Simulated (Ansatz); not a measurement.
Correlation energies of `N=C(F)F` by basis set

Cartesian coordinates in Å:
```
N 0.7352 0.2117 -0.6275
C -0.3168 0.0134 -0.0099
F -1.4986 0.2376 -0.5140
F -0.4683 -0.4409 1.2199
H 1.5486 -0.0218 -0.0685
```

Total charge 0; spin multiplicity 1. The geometry is a stationary point of PBE0-D4/def2-TZVP. It is one conformer, not always the lowest. Frozen core, restricted reference, the Gaussian-basis code of Ansatz. CBS rows extrapolate triple and quadruple zeta; past MP2 they add the triple-zeta difference.

```csv
basis,HF (Eh),MP2 corr.
def2-SVP,-291.52739,-0.65395
def2-TZVPP,-291.89006,-0.84640
def2-QZVPP,-291.90280,-0.91878
```

Q: Estimate the CCSD correlation energy and the (T) correction in each basis where they were run (hartree).

A: 
| basis | CCSD corr. | (T) |
| --- | --- | --- |
| def2-SVP | -0.66741 | -0.01694 |
| def2-TZVPP | -0.85192 | -0.03129 |
| CBS(def2) | -0.97792 | as TZ |
